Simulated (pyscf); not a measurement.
# Four-centre exchange: F–SiH(F)–F (SMILES F[SiH](F)F) + NH₃ (SMILES N) → HF (SMILES F) + H₂N–SiH(F)–F (SMILES N[SiH](F)F)

Gas phase, singlet surface, charge 0. Bonds broken: F1–Si2, N6–H7. Bonds formed: F1–H7, Si2–N6. PySCF, gas phase, ωB97X-D3(BJ)/def2-SVP geometries.

Transition state (Å):

```xyz
9

F      0.7058    -0.7313     0.4650
Si    -1.2552    -0.4255    -0.0569
F     -1.0728    -1.7050    -1.0252
F     -2.7320     0.0862    -0.5446
H     -1.4816    -0.5685     1.3848
N     -0.2373     0.9541    -0.7003
H      0.6800     0.2248    -0.1409
H     -0.2682     1.0375    -1.7177
H     -0.4372     1.8704    -0.2979
```

One imaginary mode, 713i cm⁻¹; descent along it reached the two sides named, in the forms told below.

```
bond    change  reactant side (Å)  saddle  product side
------  ------  -----------------  ------  ------------
F1–Si2  breaks              1.637   2.052           3.0
N6–H7   breaks              1.021   1.299         1.789
F1–H7    forms                2.7   1.132         0.944
Si2–N6   forms              2.122   1.831         1.735
```

Electronic energies relative to the separated reactants (kcal/mol):

```json
[
 {"level": "ωB97X-D3(BJ)/def2-TZVP", "barrier": "24.5", "reaction energy": "+19.1", "reverse barrier": "5.4"},
 {"level": "PBE/def2-TZVP", "barrier": "21.6", "reaction energy": "+20.2", "reverse barrier": "1.4"},
 {"level": "r²SCAN/def2-TZVP", "barrier": "23.3", "reaction energy": "+21.2", "reverse barrier": "2.2"},
 {"level": "B3LYP-D3(BJ)/def2-TZVP", "barrier": "25.8", "reaction energy": "+20.2", "reverse barrier": "5.6"},
 {"level": "PBE0-D3(BJ)/def2-TZVP", "barrier": "22.4", "reaction energy": "+18.8", "reverse barrier": "3.5"},
 {"level": "M06-2X/def2-TZVP", "barrier": "25.1", "reaction energy": "+19.5", "reverse barrier": "5.6"},
 {"level": "ωB97M-D3(BJ)/def2-TZVP", "barrier": "25.2", "reaction energy": "+19.9", "reverse barrier": "5.3"},
 {"level": "HF/def2-TZVP", "barrier": "42.9", "reaction energy": "+21.7", "reverse barrier": "21.2"}
]
```

With ωB97M-D3(BJ)/def2-TZVP energies and thermal terms (ideal gas, 1 atm, RRHO with modes under 100 cm⁻¹ raised to 100, one conformer, R ln 2 for chiral ones without a mode under 150 cm⁻¹), in kcal/mol:

```json
[
 {"T (K)": "298", "ΔH‡": "23.8", "ΔG‡": "34.4", "ΔH": "+18.9", "ΔG": "+18.1"},
 {"T (K)": "600", "ΔH‡": "24.1", "ΔG‡": "45.1", "ΔH": "+19.8", "ΔG": "+16.9"},
 {"T (K)": "900", "ΔH‡": "24.8", "ΔG‡": "55.5", "ΔH": "+20.5", "ΔG": "+15.2"},
 {"T (K)": "1200", "ΔH‡": "25.6", "ΔG‡": "65.6", "ΔH": "+21.0", "ΔG": "+13.4"}
]
```

On the reactant side the descent ends in an adduct with a N–Si contact, 7.6 kcal/mol under the separated species and 32.1 kcal/mol under the saddle at ωB97X-D3(BJ)/def2-TZVP. On the product side the descent ends in a complex, 7.6 kcal/mol under the separated species and 13.0 kcal/mol under the saddle at ωB97X-D3(BJ)/def2-TZVP. What is counted as formed (N–Si) is already present as a longer contact in the reactant adduct; forming that adduct is a step of its own. This is the saddle that the search found; another between the same sides may lie lower.
